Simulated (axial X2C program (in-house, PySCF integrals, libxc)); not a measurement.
**Potential curves of LiCl, two-component**

All values were computed with an in-house all-electron X2C program for linear molecules (integrals from PySCF). Two-component (2c) means X2C with spin–orbit coupling and atomic mean-field two-electron Coulomb and Gaunt terms. Basis: Cl dyall-av4z [10s9p4d3f2g], Li dyall-cv4z [10s10p5d3f] (cores contracted in-house); Gaussian nuclei, density fitting, unrestricted open shells. Masses: Cl 34.969 u, Li 7.016 u.

State: Ω = 0 (closed shell). Energies in kJ/mol from the fragments at the same level (Cl + Li). Fits are polynomials in 1 − R0/R over 0.85 to 1.23 times the lowest point R0.

```
 R (Å)     BLYP       HF    B97-3  CCSD(T)
1.7583  -409.31  -294.93  -424.02         
1.8391  -434.35  -321.74  -448.93  -443.49
1.8997  -445.53  -333.81  -459.86  -455.56
1.9604  -451.69  -340.56  -465.70  -462.40
2.0210  -453.86  -343.07  -467.48  -465.08
2.0917  -452.54  -341.86  -465.64  -464.13
2.1625  -448.00  -337.22  -460.56  -459.82
2.2534  -438.82  -327.64  -450.67  -450.72
2.3646  -424.13  -312.20  -435.12         
2.5263  -399.09  -285.69  -408.92         
2.7486  -362.31  -246.60  -370.79         
3.0315  -317.06  -198.29  -324.08
```

Correlated methods: 8 electrons correlated (number of frozen shells: Cl 2 s, 1 p; Li 1 s), 296 virtual spin orbitals or spinors in MP2, 110 natural virtuals in coupled cluster.

The state is one determinant whose occupation by symmetry is held fixed; it was picked as the lowest of a PBE0 search that is not exhaustive. The closed shell is kept restricted, so the energy runs too high when the bond is stretched far. Dissociation energies refer to the lowest single-determinant-based atoms at the same level and basis. Coupled cluster ran in a truncated set of natural virtual spinors; the MP2 energy of the rest was added. (T) has no such correction and the atoms are truncated less, which lowers De at CCSD(T) by a hundredth of an eV or more. A 2c atom that is not at its ground J level misses part of its spin–orbit lowering, and De is too large by that part (0.04 eV or less for light atoms). This holds for BLYP. Without a current term, density functionals place determinants with orbital angular momentum somewhat too high. Coupled cluster ran on the points near the minimum only. MP2 and coupled cluster on one determinant become unreliable at the stretched end.

(1) Fit the BLYP curve near its minimum: give the equilibrium distance, the harmonic wavenumber and the well depth.

(2) Fit the HF curve near its minimum: give the equilibrium distance, the harmonic wavenumber and the well depth.

(3) What are Re, ωe and De at the B97-3 level?

(4) Fit the CCSD(T) curve near its minimum: give the equilibrium distance, the harmonic wavenumber and the well depth.

Results:

(1) At BLYP, 2c: Re = 2.031 Å, ωe ≈ 625 cm⁻¹, De = 4.70 eV to Cl + Li; Be follows as 0.699 cm⁻¹.

(2) At HF, 2c: Re = 2.035 Å, ωe ≈ 642 cm⁻¹, De = 3.56 eV to Cl + Li; Be follows as 0.697 cm⁻¹.

(3) At B97-3, 2c: Re = 2.023 Å, ωe ≈ 640 cm⁻¹, De = 4.85 eV to Cl + Li; Be follows as 0.705 cm⁻¹.

(4) At CCSD(T), 2c: Re = 2.039 Å, ωe ≈ 631 cm⁻¹, De = 4.82 eV to Cl + Li; Be follows as 0.694 cm⁻¹.
